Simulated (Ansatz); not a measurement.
# N2: the interaction energy of a dimer with the counterpoise correction

Computed with Ansatz 0.2.0, Python API.

Interactive session:
```pycon
>>> import ansatz as az
>>> FIRST = [
...     ('N', (0.4692, -0.1515, 0.2417)),
...     ('N', (-0.4692, 0.1515, -0.2417)),
... ]
>>> SECOND = [
...     ('N', (0.6112, 1.9632, -2.0907)),
...     ('N', (1.6531, 1.622, -2.1542)),
... ]
>>> def energy(atoms, ghosts=()):
...     molecule = az.Crystal.molecule()
...     for symbol, xyz in atoms:
...         molecule = molecule.atom(symbol, xyz)
...     calc = (
...         molecule.calculation()
...         .basis(gaussian='cc-pVDZ')
...         .functional('HF')
...     )
...     deck = calc.input()
...     if ghosts:
...         deck = deck.set(az.key.basis.gaussian.ghost_atoms, [{'symbol': s, 'position_ang': list(xyz)} for s, xyz in ghosts])
...     return az.Session.from_dict(deck).plan().execute().report['free_energy_ev']
...
>>> # monomers in their own basis and in the basis of the dimer
>>> both = energy(FIRST + SECOND)

>>> alone = energy(FIRST) + energy(SECOND)
>>> ghosted = energy(FIRST, SECOND) + energy(SECOND, FIRST)
>>> print(f'dimer {both:.6f} eV')
dimer -5929.474465 eV
>>> print(f'interaction, uncorrected   {96.485332 * (both - alone):8.3f} kJ/mol')
interaction, uncorrected     10.365 kJ/mol
>>> print(f'interaction, counterpoise  {96.485332 * (both - ghosted):8.3f} kJ/mol')
interaction, counterpoise    13.403 kJ/mol
>>> print(f'basis-set superposition    {96.485332 * (alone - ghosted):8.3f} kJ/mol')
basis-set superposition       3.038 kJ/mol
```

Uncorrected it is 10.365 kJ/mol, with the counterpoise correction 13.403 kJ/mol; the difference, 3.04 kJ/mol, is the superposition error. In this basis both values are repulsive.

Notes:
- Total energies depend on the basis set; only differences at equal settings carry meaning.
- The dimer is a generated trial pose of unrelaxed monomers, not a minimum, so the figure is no binding energy, and the basis set is small.
- Hartree-Fock leaves correlation out, so bond, atomisation and ionisation energies come out well too low.
- This level lacks the dispersion part of the attraction (electrostatics and induction are there), which can decide the sign where the interaction is weak.
- Finished in 1.3 s on 1 thread of Arm Neoverse V1, on a shared host, peak memory 0.15 GiB.

(Lines on the test bed's own set-up are left out of the output.)
